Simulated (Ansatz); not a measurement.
A nudged elastic band was laid between two geometries of H3MgOS (6 atoms, charge 1, multiplicity 1).

Level of theory: RKS PBE-D4/def2-TZVP (Ansatz).

- movable images: 9
- climbing image: yes
- spring: 5.0 eV/Å²
- optimiser: quadratic models (default)
- start path: through a guess of the saddle point
- force threshold: 0.05 eV/Å
- iteration limit: 60
- end points: relaxed

Image 0:

```xyz
6
Properties=species:S:1:pos:R:3
Mg -1.755 -0.236 -0.767
O 0.002 -0.064 -0.028
S 1.452 -0.305 0.427
H -3.294 -0.366 -1.405
H 2.122 0.837 0.038
H 1.472 0.134 1.736
```

Image 10:

```xyz
6
Properties=species:S:1:pos:R:3
Mg -1.755 -0.233 -0.766
O -0.034 0.065 0.014
S 1.193 0.660 0.728
H -3.253 -0.516 -1.453
H 2.249 0.363 -0.111
H 1.600 -0.339 1.589
```

Q: Which bonds break or form, and what moves?

A: No bond is made or broken. The height of S3 over the plane of its neighbours goes from 0.68 to -0.68 Å. The two ends are copies of one structure, up to a mirror image or an exchange of like atoms. The height can change sign by an inversion or by a turn that exchanges like atoms.

Q: What energy profile does the band end with?

A: It converged. The highest image is number 5 of 0 to 10, 39.2 kcal/mol above the ends, which have the same energy within 2 meV. A vibrational analysis at the climbing image gives one clearly imaginary mode, 1194i cm⁻¹: a first-order saddle point.

```csv
image,path coordinate (Å),energy (kcal/mol),height of S3 over the plane of its neighbours (Å)
0,0.00,0.0,0.68
1,0.19,0.1,0.67
2,0.38,2.1,0.60
3,0.57,12.4,0.43
4,0.76,29.9,0.22
5,0.95,39.2,0.00
6,1.12,31.1,-0.20
7,1.30,14.9,-0.40
8,1.47,3.5,-0.56
9,1.65,0.1,-0.67
10,1.82,0.0,-0.68
```

Q: What is the geometry of the highest image?

A: 
```xyz
6
Properties=species:S:1:pos:R:3
Mg -1.814 -0.234 -0.787
O -0.091 0.036 -0.015
S 1.322 0.175 0.577
H -3.329 -0.453 -1.461
H 2.338 0.656 -0.168
H 1.573 -0.181 1.853
```

Q: What are the harmonic wavenumbers there?

A: 1194i, 26, 78, 220, 227, 392, 743, 1055, 1153, 1687, 2596, 2671 cm⁻¹.

The band took 8 iterations and of the order of 70 core-seconds.

The run took 35 s on 2 threads of AMD EPYC 9R45 96-Core Processor (Zen 5), on a shared host, peak memory 0.21 GiB.
